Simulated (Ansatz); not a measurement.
# CH₅AlS (SMILES C[S][AlH2]): single points off equilibrium

How do the functionals fare away from a minimum? The structure is a structure displaced at random from a GFN2-xTB minimum.

Method: single points in def2-TZVPP; program: Ansatz 0.2.0, Gaussian basis.

Cores are frozen in the correlated methods. B3LYP uses VWN-RPA correlation.

## 1. Starting geometry

SMILES `C[S][AlH2]`, 8 atoms, charge 0, spin multiplicity 1.

Atoms are counted from 1 here; the program's logs count them from 0.

Bond lengths: C1–S2 1.863 Å, C1–H4 1.050 Å, C1–H5 1.147 Å, C1–H6 1.079 Å, S2–Al3 2.179 Å, Al3–H7 1.537 Å, Al3–H8 1.594 Å. Angles: S2–C1–H4 110.6°, S2–C1–H5 110.4°, S2–C1–H6 107.3°, H4–C1–H5 109.9°, H4–C1–H6 112.3°, H5–C1–H6 106.2°, C1–S2–Al3 97.2°, S2–Al3–H7 124.8°, S2–Al3–H8 120.4°, H7–Al3–H8 114.7°.

Geometry (Å):

```csv
atom,x (Å),y (Å),z (Å)
C1,-0.7979,0.9939,-0.4875
S2,-0.4754,0.3274,1.2223
Al3,0.9564,-1.2130,0.6509
H4,-1.1914,0.2436,-1.1079
H5,0.1688,1.4091,-0.9434
H6,-1.4673,1.8335,-0.3840
H7,2.4779,-1.0115,0.5712
H8,0.4598,-2.6844,0.2936
```

## 2. CCSD(T)/def2-TZVPP

File run/in.yaml:

```yaml
crystal:
  periodic: [false, false, false]
  atoms:
    - {symbol: C, position_ang: [-0.797900, 0.993900, -0.487500]}
    - {symbol: S, position_ang: [-0.475400, 0.327400, 1.222300]}
    - {symbol: Al, position_ang: [0.956400, -1.213000, 0.650900]}
    - {symbol: H, position_ang: [-1.191400, 0.243600, -1.107900]}
    - {symbol: H, position_ang: [0.168800, 1.409100, -0.943400]}
    - {symbol: H, position_ang: [-1.467300, 1.833500, -0.384000]}
    - {symbol: H, position_ang: [2.477900, -1.011500, 0.571200]}
    - {symbol: H, position_ang: [0.459800, -2.684400, 0.293600]}
basis:
  gaussian: {orbitals: def2-TZVPP}
correlation: {method: ccsd_t}
output: {forces: true}
```

The command line of these runs was not kept.

## 3. PBE0-D4/def2-TZVPP

Edit run/in.yaml of step 2 so:

```diff
@@ -13,3 +13,3 @@
   gaussian: {orbitals: def2-TZVPP}
-correlation: {method: ccsd_t}
-output: {forces: true}
+hamiltonian: {xc: pbe0, dispersion: d4}
+output: {forces: true, orbitals: {seedname: orbitals}}
```

## 4. wB97M-V/def2-TZVPP

Edit run/in.yaml of step 3 so:

```diff
@@ -13,3 +13,3 @@
   gaussian: {orbitals: def2-TZVPP}
-hamiltonian: {xc: pbe0, dispersion: d4}
-output: {forces: true, orbitals: {seedname: orbitals}}
+hamiltonian: {xc: {name: wB97M-V}}
+output: {forces: true}
```

## 5. r2SCAN-D4/def2-TZVPP

Edit run/in.yaml of step 4 so:

```diff
@@ -13,3 +13,3 @@
   gaussian: {orbitals: def2-TZVPP}
-hamiltonian: {xc: {name: wB97M-V}}
+hamiltonian: {xc: r2scan, dispersion: d4}
 output: {forces: true}
```

## 6. PBE-D4/def2-TZVPP

Edit run/in.yaml of step 5 so:

```diff
@@ -13,3 +13,3 @@
   gaussian: {orbitals: def2-TZVPP}
-hamiltonian: {xc: r2scan, dispersion: d4}
+hamiltonian: {xc: pbe, dispersion: d4}
 output: {forces: true}
```

## 7. B3LYP-D4/def2-TZVPP

Edit run/in.yaml of step 6 so:

```diff
@@ -13,3 +13,3 @@
   gaussian: {orbitals: def2-TZVPP}
-hamiltonian: {xc: pbe, dispersion: d4}
+hamiltonian: {xc: {name: B3LYP}, dispersion: d4}
 output: {forces: true}
```

## 8. r2SCANh-D4/def2-TZVPP

Edit run/in.yaml of step 7 so:

```diff
@@ -13,3 +13,3 @@
   gaussian: {orbitals: def2-TZVPP}
-hamiltonian: {xc: {name: B3LYP}, dispersion: d4}
+hamiltonian: {xc: {name: r2SCANh}, dispersion: d4}
 output: {forces: true}
```

(Steps that only read results are left out.)

Q: Predict the outcome of this session. Wanted: energy less free atoms, CCSD(T)/def2-TZVPP; RMS force component; RMS force error; HOMO and LUMO, PBE0-D4; T1 diagnostic.

As calculated:

| quantity | value |
| --- | --- |
| energy less free atoms, CCSD(T)/def2-TZVPP | -576.6 kcal/mol |
| RMS force component | 0.742 to 0.770 eV/Å over the methods |
| RMS force error | PBE0-D4 0.091, wB97M-V 0.063, r2SCAN-D4 0.047, PBE-D4 0.117, B3LYP-D4 0.029, r2SCANh-D4 0.064 eV/Å |
| HOMO and LUMO, PBE0-D4 | -6.80 and -1.82 eV |
| T1 diagnostic | 0.010 |

**Reading.** Against CCSD(T) the functionals' energies less atoms differ by -17.3 to -11.6 kcal/mol, PBE-D4 by -16.1 kcal/mol. A larger basis would deepen the CCSD(T) value, while the functionals are nearly converged already, so the order here is not reliable. On forces the order runs from B3LYP-D4 to PBE-D4.
